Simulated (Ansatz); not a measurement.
**C3H5FO: basis-set convergence**

Aim: see how fast density functionals converge with the basis set for C3H5FO.

Program: Ansatz 0.2.0, Gaussian basis. Level of theory: one geometry, several basis sets. These are calculated values, not measurements.

The runs, in order: PBE0-D4/def2-SVP; ωB97M-V/def2-SVP; PBE0-D4/def2-QZVPP; ωB97M-V/def2-QZVPP; the functionals' def2-TZVPP values are taken from earlier runs.

### Step 1. The relaxed structure

All runs share one geometry, relaxed beforehand with PBE0-D4 in a triple-zeta def2 set.

SMILES `FC1CCO1`, 10 atoms, charge 0, spin multiplicity 1.

Atoms are counted from 1 here; the program's logs count them from 0.

Bond lengths: F1–C2 1.371 Å, C2–C3 1.523 Å, C2–O5 1.398 Å, C2–H6 1.094 Å, C3–C4 1.530 Å, C3–H7 1.088 Å, C3–H8 1.089 Å, C4–O5 1.442 Å, C4–H9 1.092 Å, C4–H10 1.093 Å. Angles: F1–C2–C3 113.3°, F1–C2–O5 111.2°, F1–C2–H6 106.3°, C3–C2–O5 92.8°, C3–C2–H6 119.9°, O5–C2–H6 112.8°, C2–C3–C4 84.1°, C2–C3–H7 113.6°, C2–C3–H8 114.9°, C4–C3–H7 116.4°, C4–C3–H8 115.5°, H7–C3–H8 110.2°, C3–C4–O5 90.8°, C3–C4–H9 116.0°, C3–C4–H10 116.2°, O5–C4–H9 111.2°, O5–C4–H10 111.6°, H9–C4–H10 109.8° and more.

### Step 2. PBE0-D4 in def2-SVP

in.yaml

```yaml
crystal:
  periodic: [false, false, false]
  atoms:
    - {symbol: F, position_ang: [-1.996711, -0.435797, -0.413511]}
    - {symbol: C, position_ang: [-0.986617, 0.208215, 0.253697]}
    - {symbol: C, position_ang: [0.242404, 0.459259, -0.609931]}
    - {symbol: C, position_ang: [0.906637, -0.565269, 0.312823]}
    - {symbol: O, position_ang: [-0.298637, -0.667560, 1.098276]}
    - {symbol: H, position_ang: [-1.453480, 1.038283, 0.792181]}
    - {symbol: H, position_ang: [0.112814, 0.162012, -1.648619]}
    - {symbol: H, position_ang: [0.643455, 1.469705, -0.554567]}
    - {symbol: H, position_ang: [1.739952, -0.197708, 0.914871]}
    - {symbol: H, position_ang: [1.173382, -1.522239, -0.142321]}
basis:
  gaussian: {orbitals: def2-SVP}
hamiltonian: {xc: pbe0, dispersion: d4}
output: {orbitals: {seedname: orbitals}}
```

Launch:

```
> ansatz run in.yaml --threads 4 --pin off --events-out ev --progress --plain --max-ram 10444MiB
```

Further steps of the session: ωB97M-V in def2-SVP; PBE0-D4 in def2-QZVPP; ωB97M-V in def2-QZVPP.

**Question.** What will the summary of the whole plan be? Wanted: PBE0-D4: double and triple zeta above quadruple; ωB97M-V: double and triple zeta above quadruple.

As calculated:

```
                                       quantity          value
PBE0-D4: double and triple zeta above quadruple  9.70, 0.43 eV
ωB97M-V: double and triple zeta above quadruple  9.98, 0.41 eV
```

What this shows: For PBE0-D4 the step from double to triple zeta gains 9.27 eV and the next only 0.43 eV. These are total energies; as a rule much of such shifts cancels in differences, which this series doesn't test. The LUMO of ωB97M-V is positive and keeps falling with the basis (3.58 to 1.92 eV): an unbound level that the basis holds in place.
